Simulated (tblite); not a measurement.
Compound: C₂HF₂O₂ (doublet state).
Z-matrix (Å and degrees, GFN2-xTB geometry), rows numbered from 1:
```
O 
C   1  1.2123
O   2  1.3453  1  124.17
C   2  1.4342  1  124.06  3   179.98
F   4  1.3125  2  123.23  1    -0.01
F   4  1.3151  2  124.56  1   179.87
H   3  0.9700  2  109.64  1     0.05
```

All values are computed: GFN2-xTB (tblite) harmonic vibrations without scaling, gas phase. This tight-binding method is rough: wavenumbers can miss measured ones by several per cent, in bad cases by 10 to 20. One conformer, not necessarily the lowest. Open shells enter through the occupations alone, without spin polarisation, and single modes of such species can be off by tens of per cent.

Harmonic wavenumbers (cm⁻¹): 111.7, 176.1, 212.3, 373.4, 499.3, 533.9, 554.5, 639.0, 771.0, 1096.4, 1181.7, 1278.2, 1433.5, 1685.7, 3458.5.

A = 5801, B = 3348, C = 2123 MHz; mass 94.994 u (most abundant isotopes); point group Cs, symmetry number 1; spin multiplicity 2.

Q: Zero-point energy?

A: ½Σν̃ = 7003 cm⁻¹ = 20.02 kcal/mol.

Q: Entropy at 200 K, 1 bar (ideal gas, RRHO, classical rotation)?

A: Translation 37.61, rotation 25.27, vibration 6.81, spin (R ln 2) 1.38: S = 71.1 cal/(mol K).

Q: And Cp and H(200 K) − H(0)?

A: Cp = 17.13 cal/(mol K), of which vibrations give 9.18 (their classical limit is 15 R = 29.8); H(200 K) − H(0) = 2.43 kcal/mol without the zero-point energy, 0.84 from vibrations.

Q: What must be added to the electronic energy to get the Gibbs energy at 200 K and 1 bar?

A: ZPE + [H(200 K) − H(0)] − T·S = 20.02 + 2.43 − 14.21 = 8.24 kcal/mol.

Q: Blend soft modes into free rotors: weight 1/[1 + (100 cm⁻¹/ν̃)⁴] for the oscillator and the rest for a rotor with moment μB/(μ + B), μ = h/(8π²ν), B = 10⁻⁴⁴ kg m². What vibrational entropy results?

A: 6.81 cal/(mol K) in place of 6.81, which changes −T·S at 200 K by 0.00 kcal/mol.

Q: Which modes carry the vibrational entropy at 200 K?

A: 111.7 cm⁻¹: 2.47; 176.1 cm⁻¹: 1.64; 212.3 cm⁻¹: 1.33; 373.4 cm⁻¹: 0.53; 499.3 cm⁻¹: 0.26; 533.9 cm⁻¹: 0.21 cal/(mol K); the other 9 give 0.36 together.

Q: How do the functions run with temperature in this model?

A: 
```csv
T (K),S (cal/(mol K)),Cp (cal/(mol K)),H − H(0) (kcal/mol),G − H(0) (kcal/mol),ln q(vib)
100,61.1,12.2,0.96,-5.15,0.36
300,78.8,21.2,4.35,-19.29,2.41
500,91.1,26.8,9.19,-36.33,4.57
800,104.7,31.2,17.98,-65.81,7.52
1000,111.9,32.9,24.40,-87.49,9.26
```

q(vib) and H(0) count from the zero-point level.

Hindered rotation and anharmonicity are outside this model. Other conformers, if any are populated, would add a mixing term that is left out.

Hardware: one thread, Arm Neoverse V2 (aarch64) (shared host). Cost: under 0.1 s. The figure is for the frequency step alone.
